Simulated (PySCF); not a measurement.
# Working out the ionisation energy of Cl

Cl [Ne] 3s2 3p5 (2P) → Cl⁺ [Ne] 3s2 3p4 (3P). Computed with PySCF 2.14 in cc-pVDZ-DK (4s3p1d, 18 functions), with the spin-free X2C one-electron Hamiltonian (Gaussian nucleus). Frozen: [Ne]. Energies in hartree (1 hartree = 27.21139 eV):

```
            part   Cl (lower)  Cl⁺ (upper)
             UHF  -460.878426  -460.444940
CCSD correlation    -0.126609    -0.106440
             (T)    -0.001150    -0.001069
```

Q: What does Hartree-Fock give?

A: (-460.444940) − (-460.878426) = 0.433486 hartree = 11.796 eV.

Q: What do CCSD and CCSD(T) give?

A: The CCSD correlation energies differ by 0.020169 hartree = 0.549 eV and the triples by 0.000081 hartree = 0.002 eV, so CCSD gives 12.345 eV and CCSD(T) 12.347 eV.

Measured between the centres of the two terms (NIST): 12.974 eV, so CCSD(T) (valence) is off by -0.627 eV.

A double-zeta basis recovers only part of the correlation energy.

What remains against the reference includes basis incompleteness, the frozen core and higher excitations.
